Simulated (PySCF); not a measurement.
**Be: ionisation energy**

Be [He] 2s2 (1S) → Be⁺ [He] 2s1 (2S), as a difference of total energies. Calculation: PySCF 2.14, in cc-pVDZ-DK (3s2p1d, 14 functions); the spin-free X2C one-electron Hamiltonian (Gaussian nucleus). Correlated levels: valence: 1s2 frozen. The calculations carry no spin-orbit coupling.

```tsv
method	ionisation energy (eV)	error (eV)
UHF	8.080	-1.243
B3LYP	9.162	-0.161
BP86	9.155	-0.168
MP2 (valence)	8.777	-0.546
SCS-MP2 (valence)	8.916	-0.407
CCSD (valence)	9.291	-0.032
```

Reference: 9.323 eV (measured; NIST Atomic Spectra Database, ionization energies).

Errors of the correlated levels include the incompleteness of this basis and the frozen core.

With two correlated electrons CCSD is exact in that space.
